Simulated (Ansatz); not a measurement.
Basis-set extrapolation for `CC(C)=C=S` (PBE0-D4/def2-TZVP geometry, frozen core, Ansatz). Multiplicity 1, RHF reference.

```csv
,def2-TZVPP,def2-QZVPP
HF,-552.519561,-552.537524
MP2 correlation,-0.829283,-0.885174
CCSD(T) correlation,-0.914731,not run
```

Energies in hartree. Use E(X) = E(∞) + A·exp(−7.88·√X) for Hartree–Fock and E(X) = E(∞) + B·X^(−2.97) for correlation, with X = 3 and 4, and add CCSD(T) minus MP2 of the smaller set to the MP2 limit.

Question: What is the CCSD(T) energy at the basis-set limit?

Answer: HF limit: -552.537524 + (-0.017963) × 0.13774 = -552.54000. MP2 limit: -0.885174 + (-0.055891) × 0.74074 = -0.92657. Higher-order term: -0.914731 − (-0.829283) = -0.08545. Total: -553.55202 hartree, 73.9 kcal/mol below CCSD(T)/def2-TZVPP.
